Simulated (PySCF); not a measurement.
```xyz
3
charge 0 multiplicity 3, angstrom
C     0.0000    0.0000   -0.7349
H     0.0000    0.0000   -1.8004
F     0.0000    0.0000    0.5597
```

Level of theory: UPBE0/[C def2-TZVP, H def2-TZVP, F def2-TZVP], no relativity, density fitting, PySCF.

This geometry of CHF is a stationary point at this level.

Task: What is the point group?

Result: C∞v.

Task: Is it a minimum?

Result: No: it has 2 imaginary modes (one degenerate set), at 1487i cm⁻¹ (π).

Task: List the harmonic modes with their infrared intensities.

Result: 
```json
{"symmetry": "π", "ω (cm⁻¹)": "1487i", "IR (km/mol, summed over degenerate members)": "–", "type": "bend"}
{"symmetry": "σ+", "ω (cm⁻¹)": "1339", "IR (km/mol, summed over degenerate members)": "95.3", "type": "stretch"}
{"symmetry": "σ+", "ω (cm⁻¹)": "3453", "IR (km/mol, summed over degenerate members)": "82.6", "type": "stretch"}
```

Task: What are the dipole moment and the gap between the highest occupied and lowest empty levels of either spin?

Result: 1.13 D and 5.78 eV.

In C∞v the vibrations span π + 2σ+.

This need not be the most stable arrangement of these atoms. At this level a singlet minimum of Cs symmetry lies 136 kJ/mol below this structure.
